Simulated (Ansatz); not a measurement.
Results of HSE06 (PAW; Ansatz, a program for electronic structure) for zinc-blende GaSb.

The same calculation (at the measured cell, 28.315 Å³/atom) with different numerical settings:

```tsv
run	k mesh	gap on the mesh (eV)	total energy (eV/atom)
1	4×4×4	0.973	-5136.2550
2	6×6×6	0.918	-5136.3286
3	8×8×8	0.904	-5136.3382
4	10×10×10	0.900	-5136.3400
5	12×12×12	0.899	-5136.3404
```

In the column total energy (eV/atom) the first row differs from the last by +0.0854 and the next to last by +0.0004.

The last row is no converged limit: other settings stay fixed.

Spin–orbit coupling is not included.
